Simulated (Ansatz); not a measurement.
# C4H2: up Jacob's ladder to CCSD(T)

An exercise on one series of results from a longer session: the logs are not shown, and one member is left open.

Method: functionals in def2-TZVPP, the program's frozen cores in correlated methods; program: Ansatz 0.2.0, Gaussian basis.

Levels to be run: LDA (SPW92), PBE-D4, revPBE-D4, BLYP-D4, r2SCAN-D4, B97M-V, PBE0-D4, B3LYP-D4, r2SCANh-D4, r2SCAN0-D4, HSE06-D4, BHLYP-D4, CAM-B3LYP-D4, LC-ωPBE, ωB97X-V, ωB97M-V, B2PLYP, PBE-QIDH; CCSD(T)/def2-SVP; CCSD(T)/def2-TZVPP; MP2/def2-QZVPP; extrapolation to the limit; RPA on PBE.

### The relaxed structure

All runs share one geometry, relaxed beforehand with PBE0-D4 in a triple-zeta def2 set.

SMILES `C1=C=CC=1`, 6 atoms, charge 0, spin multiplicity 1.

Atoms are counted from 1 here; the program's logs count them from 0.

Bond lengths: C1–C2 1.474 Å, C1–C4 1.421 Å, C2–C3 1.421 Å, C3–C4 1.386 Å, C3–H5 1.081 Å, C4–H6 1.081 Å. Angles: C2–C1–C4 80.7°, C1–C2–C3 80.7°, C2–C3–C4 83.8°, C2–C3–H5 136.8°, C4–C3–H5 137.6°, C1–C4–C3 83.8°, C1–C4–H6 136.8°, C3–C4–H6 137.6°.

The first run:

in.yaml reads:

```yaml
crystal:
  periodic: [false, false, false]
  atoms:
    - {symbol: C, position_ang: [-0.042249, -0.414076, 1.233244]}
    - {symbol: C, position_ang: [-0.140765, -1.306038, 0.064476]}
    - {symbol: C, position_ang: [0.464611, -0.180422, -0.555977]}
    - {symbol: C, position_ang: [-0.406303, 0.540398, 0.245877]}
    - {symbol: H, position_ang: [1.346540, 0.012027, -1.150171]}
    - {symbol: H, position_ang: [-1.179634, 1.284111, 0.116451]}
basis:
  gaussian: {orbitals: def2-TZVPP}
hamiltonian: {xc: lda}
output: {orbitals: {seedname: orbitals}}
```

Launch:

```console
ansatz run in.yaml --threads 2 --pin off --events-out ev --progress --plain --max-ram 4352MiB
```

Among the steps run: LDA; PBE-D4 (GGA); revPBE-D4 (GGA); BLYP-D4 (GGA); r2SCAN-D4 (meta-GGA); B97M-V (meta-GGA); PBE0-D4 (hybrid); B3LYP-D4 (hybrid); r2SCANh-D4 (hybrid); r2SCAN0-D4 (hybrid); HSE06-D4 (hybrid); BHLYP-D4 (hybrid); CAM-B3LYP-D4 (range-separated); LC-ωPBE (range-separated); ωB97X-V (range-separated); ωB97M-V (range-separated); B2PLYP (double hybrid); PBE-QIDH (double hybrid).

One of the session's tables, all rows but one given; the rest of the session is left out.

It belongs to the step «Frontier levels by functional». 

| functional | HOMO (eV) | LUMO (eV) | gap (eV) |
| --- | --- | --- | --- |
| LDA (SPW92) | -5.84 | -2.68 | 3.16 |
| PBE-D4 | -5.76 | -2.41 | 3.35 |
| revPBE-D4 | -5.72 | -2.31 | 3.41 |
| BLYP-D4 | ? | ? | ? |
| r2SCAN-D4 | -6.01 | -2.15 | 3.86 |
| B97M-V | -6.13 | -2.05 | 4.09 |
| PBE0-D4 | -6.97 | -1.41 | 5.57 |
| B3LYP-D4 | -6.76 | -1.68 | 5.09 |
| r2SCANh-D4 | -6.46 | -1.79 | 4.67 |
| r2SCAN0-D4 | -7.14 | -1.25 | 5.89 |
| HSE06-D4 | -6.57 | -1.79 | 4.78 |
| BHLYP-D4 | -8.10 | -0.35 | 7.76 |
| CAM-B3LYP-D4 | -8.30 | -0.33 | 7.97 |
| LC-ωPBE | -9.63 | 0.86 | 10.49 |
| ωB97X-V | -9.30 | 0.82 | 10.11 |
| ωB97M-V | -9.19 | 0.70 | 9.89 |

Q: Estimate the row for BLYP-D4 from the others.

Worked estimate for «HOMO (eV)». Against the share of exact exchange, B3LYP-D4 (0.2, -6.76), BHLYP-D4 (0.5, -8.10) give a slope of -4.47 per unit share; at 0 the line stands at -5.87.

**Answer.** HOMO (eV): -5.63; LUMO (eV): -2.31; gap (eV): 3.32. In «HOMO (eV)» the line misses by -0.24.
